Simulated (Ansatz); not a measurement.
Ansatz (an electronic-structure program) input (B97M-V/def2-TZVPD):

Ansatz 0.2 input:
```yaml
crystal:
  periodic: [false, false, false]
  atoms:
    - {symbol: C, position_ang: [-0.00006527, 1.39141257, -0.00447394]}
    - {symbol: C, position_ang: [1.22077397, 0.76913671, -0.00304165]}
    - {symbol: C, position_ang: [1.20886106, -0.62966963, 0.00146165]}
    - {symbol: C, position_ang: [0.00006185, -1.31836914, 0.00423908]}
    - {symbol: C, position_ang: [-1.20880197, -0.62977943, 0.00258798]}
    - {symbol: C, position_ang: [-1.22084613, 0.76902582, -0.00190415]}
    - {symbol: H, position_ang: [2.15354861, 1.31848741, -0.00524246]}
    - {symbol: H, position_ang: [2.14579117, -1.17328202, 0.00277323]}
    - {symbol: H, position_ang: [0.00011262, -2.40056166, 0.00771875]}
    - {symbol: H, position_ang: [-2.14568108, -1.17347691, 0.00477252]}
    - {symbol: H, position_ang: [-2.15367231, 1.31829180, -0.00323583]}
basis:
  gaussian:
    orbitals: def2-TZVPD
hamiltonian:
  xc: {name: B97M-V}
magnetization: {spin_polarized: true, initial_magnetization: 1}
output: {forces: true}
```

Output:

```
Functional definition: B97M-V
integrals: 0.20 GiB planned
1299 factors; their error is unknown
mean field: 2.24 GiB planned
mean field evaluation 1: about -6293.5763 eV, gradient 4.4e1 eV
mean field evaluation 2: about -6282.3315 eV, gradient 6.5e1 eV
mean field evaluation 4: about -6303.5329 eV, gradient 6.0e0 eV
mean field evaluation 8: about -6303.7553 eV, gradient 3.5e-1 eV
mean field evaluation 16: about -6303.6962 eV, gradient 1.5e-3 eV
mean field -6303.69614020 eV, -231.6565603535 hartree, gradient 5.6e-6 eV, S^2 0.760100; 0 other end points of the search recorded, 0 dependent functions left out
the calculation of the forces begins
reference -6303.69620818 eV, -231.6565628517 hartree; 21, 20 occupied and 246, 247 virtual orbitals, 1299 factors
Total energy: -6303.69620818 eV, -231.6565628517 hartree
Atom 0 at    -0.000065     1.391413    -0.004474 Å, force     0.000010    -0.206102     0.000663 eV/Å
Atom 1 at     1.220774     0.769137    -0.003042 Å, force    -0.084807    -0.047749     0.000193 eV/Å
Atom 2 at     1.208861    -0.629670     0.001462 Å, force    -0.098810     0.041531    -0.000088 eV/Å
Atom 3 at     0.000062    -1.318369     0.004239 Å, force    -0.000005     0.116449    -0.000374 eV/Å
Atom 4 at    -1.208802    -0.629779     0.002588 Å, force     0.098806     0.041540    -0.000180 eV/Å
Atom 5 at    -1.220846     0.769026    -0.001904 Å, force     0.084811    -0.047741     0.000114 eV/Å
Atom 6 at     2.153549     1.318487    -0.005242 Å, force    -0.114264    -0.074382     0.000292 eV/Å
Atom 7 at     2.145791    -1.173282     0.002773 Å, force    -0.101183     0.059701    -0.000145 eV/Å
Atom 8 at     0.000113    -2.400562     0.007719 Å, force    -0.000006     0.131413    -0.000423 eV/Å
Atom 9 at    -2.145681    -1.173477     0.004773 Å, force     0.101178     0.059710    -0.000239 eV/Å
Atom 10 at    -2.153672     1.318292    -0.003236 Å, force     0.114271    -0.074371     0.000186 eV/Å
Dipole moment:     0.000008    -0.177179     0.000570 e Å
```

It need not be the lowest isomer of its formula.
